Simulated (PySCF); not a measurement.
H6NPSi.
Structure used (GFN2-xTB), in Å, numbered top down from 1:
```
atom  x, y, z in Å
N1    -1.369    0.725   -0.078
Si2   -0.228   -0.462    0.416
P3     1.552   -0.061   -0.886
H4    -1.394    1.016   -1.043
H5    -2.297    0.719    0.311
H6    -0.013   -0.240    1.849
H7    -0.600   -1.870    0.201
H8     2.399   -0.885   -0.170
H9     1.964    1.064   -0.198
```

Jobs on this species (9 atoms, 42 electrons) with PySCF (density fitting). Hardware of each: one thread, Intel Xeon at 2.50 GHz (x86_64), no GPU (shared host). Times come from a shared host and carry two figures at best. Peak memory is the resident size of the whole Python process, interpreter and libraries included.

```json
{"level and settings": "BHandHLYP/STO-3G, energy threshold 1e-11 Eh, start guess sap", "work": "shieldings", "basis functions": "29", "SCF cycles": "?", "wall time": "?", "peak memory": "?"}
{"level and settings": "PBE0/pcSseg-1", "work": "shieldings, charges and field gradients, density and orbital grids written", "basis functions": "95", "SCF cycles": "?", "wall time": "?", "peak memory": "?"}
{"level and settings": "BHandHLYP/cc-pVTZ, energy threshold 1e-07 Eh, level shift 0.2 Eh", "work": "3 singlets by full TDDFT, 5 Tamm–Dancoff triplets, polarisability", "basis functions": "182", "SCF cycles": "9", "wall time": "28 s", "peak memory": "0.83 GiB"}
{"level and settings": "PBE0/def2-SVPD", "work": "6 singlets by full TDDFT, 2 Tamm–Dancoff triplets, polarisability, density and orbital grids written", "basis functions": "116", "SCF cycles": "12", "wall time": "20 s", "peak memory": "0.52 GiB"}
```

Task: Fill in the missing figures.

Result: 
- BHandHLYP/STO-3G, energy threshold 1e-11 Eh, start guess sap; shieldings: 3.5 s, 0.37 GiB, 9 SCF cycles
- PBE0/pcSseg-1; shieldings, charges and field gradients, density and orbital grids written: 20 s, 0.41 GiB, 12 SCF cycles

Task: What do all jobs in the table cost together?

Result: About 72 s; the longest takes about 39 % of that, and about 8 times as long as the shortest.
